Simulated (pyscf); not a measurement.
Four-centre exchange: H₂Si=Se + hydrogen fluoride (HF) -> F–SiH=Se + hydrogen (H₂)

Gas phase, singlet surface, charge 0. Bonds broken: Si2–H3, F5–H6. Bonds formed: Si2–F5, H3–H6. PySCF, gas phase, ωB97X-D3(BJ)/def2-SVP geometries.

Transition state (Å):

```xyz
6

Se     1.5451     2.1961     0.0901
Si     0.2157     0.6668    -0.2761
H     -0.4642    -0.1280     0.9989
H     -0.8652     0.5462    -1.2777
F      0.8252    -1.1036    -0.3298
H      0.1214    -0.9208     0.5564
```

One imaginary mode, 1228i cm⁻¹; descent along it reached the two sides named, in the forms told below.

```tsv
bond	change	reactant side (Å)	saddle	product side
Si2–H3	breaks	1.484	1.649	2.8
F5–H6	breaks	1.009	1.146	2.7
Si2–F5	forms	1.961	1.873	1.617
H3–H6	forms	3.0	1.080	0.761
```

Electronic energies relative to the separated reactants (kJ/mol):

```
level                   barrier  reaction energy  reverse barrier
----------------------  -------  ---------------  ---------------
ωB97X-D3(BJ)/def2-TZVP     48.8           -126.4            175.2
PBE/def2-TZVP              23.7           -124.3            148.0
r²SCAN/def2-TZVP           25.2           -134.4            159.6
B3LYP-D3(BJ)/def2-TZVP     47.5           -127.4            175.0
PBE0-D3(BJ)/def2-TZVP      36.9           -118.4            155.3
M06-2X/def2-TZVP           48.2           -132.3            180.5
ωB97M-D3(BJ)/def2-TZVP     44.7           -126.8            171.5
HF/def2-TZVP              115.3           -115.9            231.2
```

With ωB97M-D3(BJ)/def2-TZVP energies and thermal terms (ideal gas, 1 atm, RRHO with modes under 100 cm⁻¹ raised to 100, one conformer, R ln 2 for chiral ones without a mode under 150 cm⁻¹), in kJ/mol:

| T (K) | ΔH‡ | ΔG‡ | ΔH | ΔG |
|---|---|---|---|---|
| 298 | 41.6 | 80.8 | -135.2 | -130.7 |
| 600 | 39.2 | 121.6 | -133.1 | -127.0 |
| 900 | 39.5 | 162.9 | -131.4 | -124.3 |
| 1200 | 41.0 | 203.8 | -130.3 | -122.1 |

On the reactant side the descent ends in an adduct with a F–Si contact (not fully relaxed), 36.7 kJ/mol under the separated species and 85.5 kJ/mol under the saddle at ωB97X-D3(BJ)/def2-TZVP. What is counted as formed (F–Si) is already present as a longer contact in the reactant adduct; forming that adduct is a step of its own. One saddle was located; it need not be the lowest between these sides. Elements up to Kr have no core potential and no relativistic terms here.
